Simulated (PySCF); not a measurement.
# Vertical excitation energies

Compound: C₄H₄S₂.
SMILES: `Sc1cccs1`

Method used: TDDFT wB97X-D/def2-SVPD, vertical, gas phase, core orbitals frozen in the response in PySCF. The structure is a single PBE0-D3(BJ)/def2-SVP conformer in the gas phase; no vibrational or solvent corrections. Torsions of this conformer, `[SH:1][c:2]1[cH:3][cH:4][cH:5][s:6]1`: H–S1–C2–C3 -105°.

Q: List the vertical singlet excitations with oscillator strengths and describe the spectrum.

A: 

```csv
state,λ (nm),E (eV),f,"main configurations (H = HOMO, L = LUMO)"
S1,237.0,5.23,0.073,"H→L (74%), H-2→L (17%)"
S2,218.5,5.67,0.067,"H-2→L (58%), H-1→L (17%), H→L (14%)"
S3,214.8,5.77,0.112,"H-1→L (69%), H-2→L (10%)"
S4,200.7,6.18,0.0023,"H→L+1 (47%), H→L+3 (25%)"
S5,194.3,6.38,0.0013,"H→L+2 (43%), H-2→L+3 (10%), H-2→L+1 (10%)"
S6,190.6,6.51,0.0003,"H-1→L+2 (26%), H-1→L+3 (24%), H-1→L+1 (22%)"
S7,187.6,6.61,0.025,"H→L+3 (30%), H→L+1 (23%), H-2→L+3 (20%)"
S8,183.6,6.75,0.017,"H-2→L+1 (38%), H→L+2 (29%)"
S9,172.8,7.17,0.0050,"H-1→L+2 (44%), H-1→L+1 (39%)"
S10,171.1,7.25,0.0093,"H-2→L+3 (26%), H→L+3 (20%), H-2→L+1 (18%)"
```

Triplets (Tamm–Dancoff): T1 3.65 eV, H→L (83%), H-2→L (8%); T2 4.49 eV, H-1→L (92%); T3 5.21 eV, H-2→L (64%), H→L (8%); T4 5.85 eV, H→L+5 (42%).

The lowest singlet lies at 5.23 eV (237 nm, ultraviolet) and is of moderate strength; its leading configuration is HOMO→LUMO (74%). The most intense listed level is S3 at 5.77 eV (215 nm, f = 0.112), 0.54 eV above S1. Löwdin shares by element: HOMO carbon 57% or more, sulfur 21% or more (atoms not listed hold the other 22%); LUMO carbon 51% or more, sulfur 20% or more (atoms not listed hold the other 29%). The listed states span 2.02 eV, and the widest gap between neighbours is 0.44 eV (S1 to S2). Orbital energies (eV): HOMO-3 -11.88, HOMO-2 -9.40, HOMO-1 -9.32, HOMO -8.74, LUMO 0.71, LUMO+1 1.83, LUMO+2 1.98. The oscillator strengths of these states sum to 0.312; summed over the whole spectrum of an exact calculation they would give the number of electrons, 60 (Thomas–Reiche–Kuhn). All these states lie below the vertical ionisation energy of 8.89 eV (ΔSCF). Only the lowest 10 singlets were computed, as vertical energies without vibronic structure.
